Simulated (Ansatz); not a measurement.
Relaxation of C5H10 (15 atoms, charge 0, multiplicity 1), to a largest force component of 0.015 eV/Å in at most 40 steps.

These are results of Ansatz 0.2.0, RHF/STO-3G, not measurements.

```xyz
15
Properties=species:S:1:pos:R:3:forces:R:3
C -1.471 1.442 1.287 -3.60 5.12 -0.87
C -0.623 0.738 0.342 1.95 -3.26 0.03
C -0.094 -0.443 0.619 1.09 0.35 0.43
C 0.926 -1.251 -0.245 -4.80 -0.93 0.16
C 1.188 -0.695 -1.629 1.38 0.40 -0.68
H -2.498 1.653 0.807 2.06 -0.57 1.19
H -1.064 2.471 1.504 -0.41 -1.47 -0.25
H -1.631 0.974 2.214 -0.10 -1.16 1.36
H -0.430 1.239 -0.572 0.20 0.41 -1.01
H -0.270 -0.893 1.627 0.03 0.47 -1.35
H 1.778 -1.424 0.327 2.25 -0.21 1.14
H 0.413 -2.241 -0.363 1.00 0.85 -0.01
H 1.873 -1.368 -2.171 -0.76 0.32 0.14
H 1.699 0.281 -1.597 -0.64 -0.44 0.03
H 0.232 -0.614 -2.143 0.36 0.13 -0.33
```

Q: Where does it end, and by what steps?

A: The forces met the threshold. Limits of this set-up: minimal basis. After 7 steps the energy has fallen by 0.558 eV; H15 moved furthest, 0.08 Å.

| step | energy less start (eV) | largest force component (eV/Å) | accepted |
| --- | --- | --- | --- |
| 0 | 0.0000 | 5.115 | yes |
| 1 | -0.4766 | 1.280 | yes |
| 2 | -0.5318 | 0.823 | yes |
| 3 | -0.5527 | 0.421 | yes |
| 4 | -0.5572 | 0.059 | yes |
| 5 | -0.5574 | 0.044 | yes |
| 6 | -0.5583 | 0.036 | yes |
| 7 | -0.5585 | 0.006 | yes |

```xyz
15
Properties=species:S:1:pos:R:3
C -1.506 1.498 1.278
C -0.590 0.715 0.351
C -0.050 -0.441 0.650
C 0.876 -1.278 -0.230
C 1.172 -0.689 -1.623
H -2.477 1.658 0.814
H -1.084 2.476 1.500
H -1.657 0.970 2.215
H -0.400 1.184 -0.606
H -0.257 -0.888 1.617
H 1.816 -1.425 0.301
H 0.435 -2.268 -0.350
H 1.832 -1.354 -2.172
H 1.658 0.278 -1.542
H 0.259 -0.567 -2.197
```

Run time: 8.6 s on 1 thread of AMD EPYC 7R43 64-Core Processor (Zen 3), with other jobs on the host, peak memory 0.098 GiB.
